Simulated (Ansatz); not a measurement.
## [BH$_{2}$···H···CH$_{3}$], doublet along the distance B1-H4

Starting geometry:

```xyz
8

B    -1.3394    0.0000    0.0000
H    -1.9362    1.0336    0.0000
H    -1.9362   -1.0336    0.0000
H    -0.1460    0.0000    0.0000
C     1.2326    0.0000    0.0000
H     1.2326   -1.0800    0.0000
H     1.2326    0.5400    0.9353
H     1.2326    0.5400   -0.9353
```

From there H4 is moved from one fragment to the other while all else, the fragments' distance too, stays fixed; atoms are numbered as listed. Energies are in eV, counted from the starting geometry at the same level.

Basis cc-pVDZ; Ansatz 0.2.0. Only valence electrons are correlated (noble-gas cores frozen). R marks a restricted (for open shells ROHF) determinant, U an unrestricted one. Active spaces: frontier = (9e, 9o) about the gap.

Runs in a small pair space aren't shown, since their orbitals change along the scan.

Full CI isn't at hand for all of this; UCCSDT(Q) serves as the reference, and is uncertain by about the last step of the cluster series. The frozen core follows each run's orbitals, which can shift R against U totals by a few meV.

| distance B1-H4 (Å) | UCCSDT(Q) | error RHF | error RCCSD(T) | error UCCSD(T) | error BCCD(T) | error RCCSDT | error CASSCF (frontier space) |
| --- | --- | --- | --- | --- | --- | --- | --- |
| 1.194 | 0.000 | 0.000 | 0.000 | 0.000 | 0.000 | 0.000 | 0.000 |
| 1.235 | 0.029 | 0.071 | 0.001 | 0.001 | 0.001 | 0.000 | 0.016 |
| 1.317 | 0.132 | 0.193 | 0.002 | 0.002 | 0.002 | 0.001 | 0.037 |
| 1.400 | 0.266 | 0.231 | 0.002 | 0.002 | 0.002 | 0.002 | 0.038 |
| 1.482 | 0.450 | 0.164 | 0.001 | 0.001 | 0.001 | 0.001 | 0.014 |

Errors are those of relative energies. In total energy the starting point itself misses UCCSDT(Q) by: RHF 8.054, RCCSD(T) 0.032, UCCSD(T) 0.032, BCCD(T) 0.032, RCCSDT 0.007, CASSCF (frontier space) 5.875 eV.

Spread of the error over the points with a reference, to 1.482 Å (largest less smallest): RCCSD(T) 0.002, RCCSDT 0.002, BCCD(T) 0.002, UCCSD(T) 0.002, CASSCF (frontier space) 0.038, RHF 0.231 eV.
